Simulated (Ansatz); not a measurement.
```yaml
crystal:
  periodic: [false, false, false]
  atoms:
    - {symbol: Nb, position_ang: [0.000000, 0.000000, -1.735206]}
    - {symbol: C, position_ang: [0.000000, 0.000000, 0.300600]}
    - {symbol: O, position_ang: [0.000000, 0.000000, 1.434606]}
basis:
  gaussian: {orbitals: def2-TZVP}
total_charge: 1
magnetization: {spin_polarized: true, initial_magnetization: 6}
hamiltonian: {xc: pbe0}
relax: {f_tol: 0.004, max_steps: 80}
```

```sh
$ ansatz run in.yaml --threads 1 --pin off --events-out ev --progress --plain --max-ram 2176MiB
```

Steps of the relaxation (energy above the last step; positions in Å, forces in eV/Å):

```
3
step 1, 120.1 meV
Nb    0.000    0.000   -1.735    0.000    0.000   -0.842
C     0.000    0.000    0.301    0.000    0.000   -3.669
O     0.000    0.000    1.435    0.000    0.000    4.511
```

```
3
step 2, 3.7 meV
Nb    0.000    0.000   -1.779    0.000    0.000   -0.104
C     0.000    0.000    0.304    0.000    0.000   -0.650
O     0.000    0.000    1.475    0.000    0.000    0.753
```

```
3
step 3, 0.1 meV
Nb    0.000    0.000   -1.787    0.000    0.000    0.006
C     0.000    0.000    0.304    0.000    0.000   -0.104
O     0.000    0.000    1.483    0.000    0.000    0.098
```

```
3
step 5, 0.0 meV
Nb    0.000    0.000   -1.786    0.000    0.000   -0.001
C     0.000    0.000    0.303    0.000    0.000    0.000
O     0.000    0.000    1.483    0.000    0.000    0.001
```

Close pairs at the end: C2–O3 1.180 Å, Nb1–C2 2.089 Å.

A stationary point of unrestricted PBE0 after 5 steps, with ⟨S²⟩ = 12.006 against 12.00 for a pure state; no frequencies were run, so it isn't proven a minimum. 91 s on 1 thread of Arm Neoverse N1, shared host.
